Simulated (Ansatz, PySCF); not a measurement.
Gas-phase reaction in SMILES: Cl (HCl) -> Cl (HCl) as doublet, charge +1 + e-
Each molecule is optimised on its own at B3LYP-D3(BJ)/def2-TZVP (Ansatz, a first-principles code).

Quantity: adiabatic ionisation energy (0 K, with B3LYP-D3(BJ) harmonic zero-point energies from PySCF), in eV. Correlated levels leave the core frozen unless marked. UHF or UKS for open shells. No spin-orbit coupling. Non-relativistic. CBS(X,Y): correlation extrapolated as X^-3; Hartree-Fock from the larger set (for Q and 5 zeta extrapolated as (X+1)exp(-9√X)).

```tsv
level	program	adiabatic ionisation energy (eV)
BLYP-D3(BJ)/def2-TZVPD	Ansatz + dftd3	12.56
BLYP/def2-TZVPD	Ansatz	12.56
B3LYP-D4/def2-TZVPD	Ansatz + dftd4	(withheld)
PBE0-D4/def2-TZVPD	Ansatz + dftd4	12.66
r2SCANh/def2-TZVPD	Ansatz	12.66
wB97X-V/def2-TZVPD	Ansatz	(withheld)
CCSD/6-31G*	Ansatz	(withheld)
CCSD(T)/CBS(cc-pV(Q+d)Z,cc-pV(5+d)Z)	Ansatz	(withheld)
```

Q: What belongs in the gaps?

A: 
- B3LYP-D4/def2-TZVPD, adiabatic ionisation energy (eV): 12.74
- wB97X-V/def2-TZVPD, adiabatic ionisation energy (eV): 12.72
- CCSD/6-31G*, adiabatic ionisation energy (eV): 12.13
- CCSD(T)/CBS(cc-pV(Q+d)Z,cc-pV(5+d)Z), adiabatic ionisation energy (eV): 12.79
